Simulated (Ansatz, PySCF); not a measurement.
This PySCF input computes a CCSD(T)/cc-pVDZ energy:

```python
from pyscf import gto, scf, mp, cc as ccmod

mol = gto.M(
    atom='''
    C     0.00439699    0.00529408    0.50425813
    F    -0.01696785    1.10243765   -0.30214647
    F     0.01189880   -1.10854091   -0.27918568
    H    -0.90251824   -0.00024261    1.11129806
    H     0.92175780    0.02340746    1.09514257
    ''',
    basis='cc-pvdz',
    charge=0,
    spin=0,
    verbose=4,
)

mf = scf.RHF(mol)
mf.conv_tol = 1e-10
mf.max_cycle = 100
mf.kernel()
mp2 = mp.MP2(mf, frozen=3).run()
cc = ccmod.CCSD(mf, frozen=3)
cc.max_cycle = 100
cc.kernel()
et = cc.ccsd_t()
print(f'E(CCSD(T)) = {cc.e_tot + et:.9f}')
```

**Question.** Write an input for the same energy in Ansatz (an electronic-structure program) and say what it gives.

**Answer.** 
Ansatz 0.2 input:
```yaml
crystal:
  periodic: [false, false, false]
  atoms:
    - {symbol: C, position_ang: [0.00439699, 0.00529408, 0.50425813]}
    - {symbol: F, position_ang: [-0.01696785, 1.10243765, -0.30214647]}
    - {symbol: F, position_ang: [0.01189880, -1.10854091, -0.27918568]}
    - {symbol: H, position_ang: [-0.90251824, -0.00024261, 1.11129806]}
    - {symbol: H, position_ang: [0.92175780, 0.02340746, 1.09514257]}
basis:
  gaussian:
    orbitals: cc-pVDZ
magnetization: {spin_polarized: false}
correlation: {method: ccsd_t, electrons: outside_noble_gas}
```
It gives -238.45005 Eh, and PySCF -238.45005 Eh, a difference of 0.00 mEh.
